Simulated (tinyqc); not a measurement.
Orbital energy against energy difference: ionisation energy by orbital energies and by energy differences in the cc-pvdz basis, for BH3, spin multiplicity 1. Computed by the program tinyqc with PySCF. The cation is unrestricted; errors are against CCSD(T) in this basis, not against experiment.

Geometry (angstrom):
```
atom        x        y       z
B      0.0000   0.0000  0.0310
H      1.1070   0.0000  0.0000
H     -0.5540   0.9590  0.0000
H     -0.5540  -0.9590  0.0000
```

CCSD(T) difference in the same basis = 13.4961 eV

IP-EOM-CCSD = 13.4909 eV

First vertical ionisation energy (eV):
```
method   -e(HOMO)  E(cation) - E  error of -e(HOMO)  error of the difference
HF         13.882       12.77876              0.386                   -0.717
LDA         8.540       13.25195             -4.956                   -0.244
PBE         8.548       13.21243             -4.948                   -0.284
B3LYP       9.856       13.48654             -3.640                   -0.010
PBE0       10.078       13.40326             -3.418                   -0.093
LC-wPBE    13.091       13.58093             -0.405                    0.085
```

Estimate the missing row, method = CAM-B3LYP.

Computed row:
```
method     -e(HOMO)  E(cation) - E  error of -e(HOMO)  error of the difference
CAM-B3LYP    11.600       13.52007             -1.896                    0.024
```

Koopmans errs by +0.39 eV and Delta-HF by -0.72 eV: relaxation, 1.10 eV, lowers the value and the missing correlation difference works against it. The PBE level is off by -4.9 eV through the wrong tail of its potential, though its energy difference is off by -0.28 eV; exact exchange deepens the level, and among the orbital energies HF comes closest; among the differences B3LYP does.
